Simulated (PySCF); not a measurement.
AlH⁺: input and log

State: ²Σ⁺ (doublet), unpaired electrons σ ↑.

An equivalent input (the run itself took its basis sets from the Basis Set Exchange, started from a PBE0 density and held the occupation σ 5α 4β, πx 1α 1β, πy 1α 1β):

```python
from pyscf import gto, scf, cc
mol = gto.M(atom='Al 0 0 0; H 0 0 1.623', basis={'Al': 'def2-TZVP', 'H': 'def2-TZVP'},
            charge=1, spin=1, verbose=4, symmetry='C2v')
mf = scf.UHF(mol)
mf.irrep_nelec = {'A1': (5, 4), 'B1': (1, 1), 'B2': (1, 1)}
mf.conv_tol = 1e-9
mf.max_cycle = 60
mf.diis_space = 10
mf.kernel()
mycc = cc.CCSD(mf, frozen=[[0, 1, 2, 3, 4], [0, 1, 2, 3, 4]])
mycc.run(conv_tol=1e-7, conv_tol_normt=1e-5, max_cycle=80, diis_space=8)
et = mycc.ccsd_t()
```

The SCF ended at -242.19166126 hartree. The coupled-cluster part of the log:

```
******** <class 'pyscf.cc.uccsd.UCCSD'> ********
CC2 = 0
CCSD nocc = (2, 1), nmo = (38, 38)
frozen orbitals [[0, 1, 2, 3, 4], [0, 1, 2, 3, 4]]
max_cycle = 80
direct = 0
conv_tol = 1e-07
conv_tol_normt = 1e-05
diis_space = 8
diis_start_cycle = 0
diis_start_energy_diff = 1e+09
Init t2, MP2 energy = -0.0307452314245864
Init E_corr(UCCSD) = -0.0307452314255206
cycle = 1  E_corr(UCCSD) = -0.0383016079843871  dE = -0.00755637656  norm(t1,t2) = 0.0463587
cycle = 2  E_corr(UCCSD) = -0.0410566670731541  dE = -0.00275505909  norm(t1,t2) = 0.0240211
cycle = 3  E_corr(UCCSD) = -0.043711911561109  dE = -0.00265524449  norm(t1,t2) = 0.0142103
cycle = 4  E_corr(UCCSD) = -0.0436593059994982  dE = 5.26055616e-05  norm(t1,t2) = 0.00377695
cycle = 5  E_corr(UCCSD) = -0.0437380322333942  dE = -7.87262339e-05  norm(t1,t2) = 0.00146044
cycle = 6  E_corr(UCCSD) = -0.0437137190672165  dE = 2.43131662e-05  norm(t1,t2) = 0.000464648
cycle = 7  E_corr(UCCSD) = -0.0437156645377442  dE = -1.94547053e-06  norm(t1,t2) = 0.000156803
cycle = 8  E_corr(UCCSD) = -0.0437185225836122  dE = -2.85804587e-06  norm(t1,t2) = 4.11719e-05
cycle = 9  E_corr(UCCSD) = -0.0437168067892632  dE = 1.71579435e-06  norm(t1,t2) = 1.21327e-05
cycle = 10  E_corr(UCCSD) = -0.0437171137634704  dE = -3.06974207e-07  norm(t1,t2) = 3.43448e-06
cycle = 11  E_corr(UCCSD) = -0.0437171134181833  dE = 3.45287007e-10  norm(t1,t2) = 7.69774e-07
UCCSD converged
E(UCCSD) = -242.2353783689818  E_corr = -0.04371711341818334
UCCSD(T) correction = -0.000568530335691193
```

T1 diagnostic 0.023, D1 0.041, 3 electrons correlated.

Repeating this along the bond gives Re = 1.613 Å and ωe = 1667 cm⁻¹.

A point of this curve took 0.99 CPU seconds beside 0.041 for the integrals, on Intel Xeon Platinum 8488C (shared host).

Correlated steps freeze 5 core orbitals. The state is the lowest determinant that a PBE0 search found; another state may lie lower at other levels.
